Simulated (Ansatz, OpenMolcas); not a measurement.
## Worked example: vertical energy of the quartet above the doublet of CH2N (SMILES C=[N])

CH2N: 4 atoms, total charge 0, spin state doublet. As SMILES, `C=[N]`. The shape is that of a PBE0-D4/def2-TZVP optimisation.

Both states at this one shape; open shells run unrestricted unless said. 1 Eh = 27.2114 eV.

| level | program | doublet CH2N (Eh) | quartet CH2N (Eh) |
| --- | --- | --- | --- |
| ROHF/STO-3G | OpenMolcas | -92.230835 | -92.078760 |
| UCCSD(T)/aug-pcseg-2, 2 core orbitals frozen | Ansatz | -93.819571 | -93.622738 |

Q: Work out the vertical gap, second state less first, at each level.

A: 
1. ROHF/STO-3G: -92.078760 − (-92.230835) = 0.152075 Eh = 4.14 eV.
2. UCCSD(T)/aug-pcseg-2: -93.622738 − (-93.819571) = 0.196833 Eh = 5.36 eV.

No measured value is set beside it here; the levels span 4.14 to 5.36 eV. Hartree–Fock favours the state with fewer electron pairs, since it lacks pair correlation. Minimal sets are far from the basis-set limit. The first state is spin-contaminated at UCCSD(T)/aug-pcseg-2 (⟨S²⟩ = 0.93).
